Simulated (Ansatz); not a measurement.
Several settings on one geometry of the cluster Al₂H₃⁺ (that of the charge 1 singlet, PBE-D4/def2-TZVP). Ansatz on 2 threads of Intel Xeon Platinum 8488C on a shared host; times are rough.

```xyz
5

Al    0.085   -1.444    0.510
Al   -0.067    1.102   -0.388
H    -1.440    1.770    0.007
H     0.179   -2.943    1.034
H     1.244    1.514   -1.163
```

Totals from different functionals, basis sets or treatments of relativity can't be compared as stabilities.

The 6-31G sets use Cartesian d functions. Correlated methods freeze no core orbitals.

The spins typed aren't always the lowest for that charge.

Q: Give the basis size and estimate the energy, ⟨S²⟩ and time of these runs.

```tsv
run	method	charge	state	further keys
1	RKS r2SCANh-D3(BJ)/def2-SVPD	1	singlet	scf: {lower_state_search: light}
2	UKS ωB97X-V/def2-mTZVP	1	triplet	–
3	UKS ωB97X-V/6-31G*	0	doublet	nuclear_model: gaussian; scf: {omitted_lower_state_checks: [starts]}; forces asked
4	RKS revPBE0/def2-SVP	1	singlet	point_charges: [{charge: 1.00, position_ang: [5.620, -0.463, -0.893]}]; forces asked
5	RKS rPW86-PBE-D3(BJ)/def2-mTZVP	1	singlet	scf: {omitted_lower_state_checks: [starts]}
6	RKS B97M-V/STO-3G	1	singlet	fitting: {mean_field: cc-pVTZ-jkfit}; pseudopotentials: {relativity: none}; scf: {omitted_lower_state_checks: [starts]}; forces asked
7	UKS PBE/def2-mTZVPP	2	doublet	fitting: {mean_field: def2-universal-jkfit}; scf: {lower_state_search: light}; forces asked
8	RHF, mp2/STO-3G	1	singlet	pseudopotentials: {relativity: none}; electrons: all; forces asked
```

A: 
```tsv
run	functions	energy (Eh)	⟨S²⟩	wall time
1	72	-486.1236	–	0.85 s
2	53	-486.1423	2.01	3 s
3	44	-486.4544	0.75	4.2 s
4	51	-486.0002	–	0.4 s
5	53	-486.8983	–	0.8 s
6	21	-480.5435	–	0.7 s
7	59	-485.5168	0.76	0.8 s
8	21	-479.6580	–	0.1 s
```
